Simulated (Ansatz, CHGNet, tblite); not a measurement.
How well does each level of theory give the c axis length of trigonal Te?

Reference value: 5.928 Å (measured, 293 K, not corrected to a static lattice; as tabulated in Wikipedia's data pages).

Question: What do GFN1-xTB, CHGNet-r²SCAN, PBE, PBE-D4, r²SCAN-D4 give, and how far is each from the reference?

Answer: 
```json
[
 {"level (code)": "GFN1-xTB (tblite)", "value (Å)": "5.771", "difference (%)": "-2.65"},
 {"level (code)": "CHGNet-r²SCAN", "value (Å)": "5.891", "difference (%)": "-0.62"},
 {"level (code)": "PBE (Ansatz)", "value (Å)": "5.955", "difference (%)": "+0.46"},
 {"level (code)": "PBE-D4 (Ansatz)", "value (Å)": "5.971", "difference (%)": "+0.73"},
 {"level (code)": "r²SCAN-D4 (Ansatz)", "value (Å)": "5.929", "difference (%)": "+0.02"}
]
```

The reference is not for a static lattice or low temperature, so close values are not ranked against it. Off by more than 1.75 %, or 2.45 % on the side where a correction would as a rule narrow the miss (bounds picked here): GFN1-xTB (-2.65 %).

The measured value isn't corrected to a static lattice, so vibrations enter the comparison.  GFN1-xTB: the method was fitted mainly to molecules. GFN1-xTB: the run uses a supercell at the zone centre in place of a k mesh. PBE: the cell comes from a level without a dispersion term, which matters for the spacing of layers, chains or molecules. PBE-D4: the gap of the solid is closed in this run. Cutoffs and k meshes differ between the levels. Ansatz's density-functional and Hartree–Fock values are scalar-relativistic unless marked +SOC, with PAW data made under PBE.

Machine-learned potentials (CHGNet-r²SCAN) are trained on DFT data: a solid inside that data is no test of them.

Differences are worked out from the printed values.

Ansatz is an electronic-structure program.
